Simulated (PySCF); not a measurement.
System (SMILES): [C-]#[NH+] (C-NH).
Geometry (B3LYP-D3(BJ)/def2-TZVP, fixed):
```xyz
3

C      0.0000     0.0000    -0.7364
N      0.0000     0.0000     0.4276
H      0.0000     0.0000     1.4250
```

Basis-set convergence of the mean static polarisability at HF with PySCF. All functions are spherical. Density fitting with generated auxiliary sets. No added dispersion term, no relativity. Reference: the value in d-aug-cc-pVTZ, 17.40 bohr³, itself unsure by roughly 0.2 % (its mean distance from aug-pcseg-3, aug-cc-pVQZ, aug-pcseg-2). Deviations are taken from unrounded values.

```csv
basis,functions,mean static polarisability (bohr³),minus reference (%)
6-31G**,33,12.16,-30.1
cc-pVDZ,33,12.77,-26.6
aug-cc-pVDZ,55,17.02,-2.2
Sadlej pVTZ,57,17.28,-0.7
def2-TZVP,68,15.41,-11.4
def2-TZVPPD,91,17.26,-0.8
d-aug-cc-pVTZ,156,17.40,0.0
aug-pcseg-3,219,17.38,-0.1
pcseg-4,263,17.32,-0.5
```
